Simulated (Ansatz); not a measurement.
Consider the substitution at a C–N bond: `CN(C)N` + `C1NCS1` → `CN1CSC1` + `CNN`.

Computed with Ansatz on PBE0-D4/def2-TZVP structures; ΔE is electronic, products minus reactants. CBS: MP2 limit from def2 TZ/QZ plus the TZ coupled-cluster correction, frozen cores. This one scheme is used for every species. DFT in def2-TZVPP. B3LYP here is the variant with VWN-RPA as its local correlation; programs differ in this. One conformer a species, not always the lowest.

`CN(C)N`:

Z-matrix (Å, degrees):
```
C
N 1 1.443
H 1 1.092 2 109.5
H 1 1.105 2 112.6 3 -120.2
H 1 1.089 2 109.1 3 119.4
C 2 1.444 1 111.9 3 59.5
N 2 1.411 1 109.0 3 -175.3
H 6 1.092 2 110.0 1 -57.9
H 6 1.107 2 112.3 1 62.6
H 6 1.092 2 109.8 1 -176.8
H 7 1.024 2 110.5 1 -82.6
H 7 1.013 2 108.2 1 160.0
```

`C1NCS1`:

Cartesian coordinates in Å:
```
C 0.755 -0.309 0.766
N 0.174 0.800 0.014
C -0.935 0.083 -0.609
S -0.756 -1.316 0.553
H 0.983 -0.073 1.807
H 1.627 -0.781 0.297
H 0.810 1.226 -0.647
H -1.896 0.596 -0.535
H -0.763 -0.226 -1.647
```

`CN1CSC1`:

Cartesian coordinates in Å:
```
C 0.777 1.147 -0.184
N -0.271 0.290 0.303
C 0.144 -0.918 0.998
S -1.246 -1.865 0.287
C -1.123 -0.332 -0.698
H 0.340 2.002 -0.707
H 1.467 0.633 -0.876
H 1.357 1.533 0.657
H 0.134 -0.843 2.088
H 1.114 -1.312 0.660
H -0.619 -0.512 -1.659
H -2.074 0.178 -0.868
```

`CNN`:

Cartesian coordinates in Å:
```
C -0.205 0.740 0.763
N -0.033 -0.595 0.237
N -0.144 -0.592 -1.170
H 0.510 1.476 0.360
H -0.091 0.709 1.849
H -1.212 1.088 0.527
H 0.862 -0.968 0.539
H 0.729 -0.341 -1.629
H -0.416 -1.516 -1.476
```

| level | ΔE (kcal/mol) | difference from CCSD(T)/CBS |
| --- | --- | --- |
| PBE-D4 | 0.0 | -0.3 |
| r2SCAN-D4 | 0.4 | 0.1 |
| PBE0-D4 | 0.0 | -0.3 |
| B3LYP-D4 | -0.2 | -0.5 |
| ωB97X-V | 0.3 | 0.0 |
| ωB97M-V | 0.3 | 0.0 |
| B2PLYP | 0.1 | -0.2 |
| PBE | 0.2 | -0.1 |
| r2SCAN | 0.4 | 0.1 |
| PBE0 | 0.1 | -0.2 |
| B3LYP | 0.0 | -0.3 |
| HF/def2-TZVPP | -0.2 | -0.5 |
| MP2/def2-TZVPP | 0.1 | -0.2 |
| SCS-MP2/def2-TZVPP | 0.1 | -0.2 |
| CCSD/def2-TZVPP | 0.3 | 0.0 |
| CCSD(T)/def2-TZVPP | 0.4 | 0.1 |
| HF/def2-QZVPP | -0.2 | -0.5 |
| MP2/def2-QZVPP | 0.0 | -0.3 |
| SCS-MP2/def2-QZVPP | 0.1 | -0.2 |
| HF/CBS(def2) | -0.2 | -0.5 |
| MP2/CBS(def2) | 0.0 | -0.3 |
| CCSD/CBS(def2) | 0.2 | -0.1 |
| CCSD(T)/CBS | 0.3 | 0 |

Largest T1 diagnostic among the species: 0.010.
